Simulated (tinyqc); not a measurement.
Worked calculation: extended Hueckel theory, for NH3. One step of it, computed by the program tinyqc.

Task: Wolfsberg-Helmholz matrix. H_ij = K' S_ij (H_ii + H_jj)/2 for i != j (the diagonal keeps H_ii), with K' = 1.75.

overlap S:
```
           1N 2s     1N 2px     1N 2py     1N 2pz      2H 1s      3H 1s      4H 1s
1N 2s   1.000000   0.000000   0.000000   0.000000   0.514909   0.514444   0.514444
1N 2px  0.000000   1.000000   0.000000   0.000000   0.439160  -0.219538  -0.219538
1N 2py  0.000000   0.000000   1.000000   0.000000   0.000000   0.380118  -0.380118
1N 2pz  0.000000   0.000000   0.000000   1.000000  -0.141587  -0.141406  -0.141406
2H 1s   0.514909   0.439160   0.000000  -0.141587   1.000000   0.202444   0.202444
3H 1s   0.514444  -0.219538   0.380118  -0.141406   0.202444   1.000000   0.202302
4H 1s   0.514444  -0.219538  -0.380118  -0.141406   0.202444   0.202302   1.000000
```

diagonal H_ii (eV): 1N 2s -26.000000, 1N 2px -13.400000, 1N 2py -13.400000, 1N 2pz -13.400000, 2H 1s -13.600000, 3H 1s -13.600000, 4H 1s -13.600000

K = 1.750000

Give: H.

Result:

H (eV):
```
          1N 2s   1N 2px   1N 2py   1N 2pz    2H 1s    3H 1s    4H 1s
1N 2s   -26.000    0.000    0.000    0.000  -17.842  -17.825  -17.825
1N 2px    0.000  -13.400    0.000    0.000  -10.375    5.187    5.187
1N 2py    0.000    0.000  -13.400    0.000    0.000   -8.980    8.980
1N 2pz    0.000    0.000    0.000  -13.400    3.345    3.341    3.341
2H 1s   -17.842  -10.375    0.000    3.345  -13.600   -4.818   -4.818
3H 1s   -17.825    5.187   -8.980    3.341   -4.818  -13.600   -4.815
4H 1s   -17.825    5.187    8.980    3.341   -4.818   -4.815  -13.600
```
